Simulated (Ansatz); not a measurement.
Reaction: CH4S (methanethiol, SMILES CS) → CH3 (SMILES [CH3], doublet) + HS (SMILES [SH], doublet) (the C-S bond breaks)
Each species at its own B3LYP-D3(BJ)/def2-TZVP minimum (Ansatz, a quantum-chemistry and plane-wave program).

Wanted: bond dissociation energy (electronic), in kcal/mol. Open shells are spin-unrestricted; no spin-orbit coupling. CBS(X,Y): correlation extrapolated as X^-3, Hartree-Fock from the larger set (Q,5: extrapolated as (X+1)exp(-9√X)). A bracket is a step between two methods taken in the basis named. The functionals are non-relativistic, so their misses hold any scalar relativity. Double hybrids freeze cores in their MP2 part. 'core' is core correlation in cc-pwCVTZ (1s frozen past Ne), 'X2C' scalar relativity in cc-pVTZ-DK, both at CCSD(T).

CCSD(T)/CBS(cc-pV(Q+d)Z,cc-pV(5+d)Z) + [CCSDT(Q) - CCSD(T)]/cc-pV(D+d)Z + core + X2C (Ansatz) gives 79.9 kcal/mol.

**Question.** How far off this value is PBE/def2-TZVPD (Ansatz), in which direction, and which of these levels come nearer: r2SCAN/def2-TZVPD, B3LYP/def2-TZVPD, wB97M-V/def2-TZVPD, B2PLYP/def2-TZVPD, CCSD(T)/CBS(cc-pV(Q+d)Z,cc-pV(5+d)Z) + core + X2C?

**Answer.** PBE gives 80.4 kcal/mol, 0.5 kcal/mol above it. Differences of the others: r2SCAN/def2-TZVPD (Ansatz) -5.5; B3LYP/def2-TZVPD (Ansatz) -6.1; wB97M-V/def2-TZVPD (Ansatz) 0.5; B2PLYP/def2-TZVPD (Ansatz) -4.1; CCSD(T)/CBS(cc-pV(Q+d)Z,cc-pV(5+d)Z) + core + X2C (Ansatz) -0.1 kcal/mol. Nearer than PBE: CCSD(T)/CBS(cc-pV(Q+d)Z,cc-pV(5+d)Z) + core + X2C.
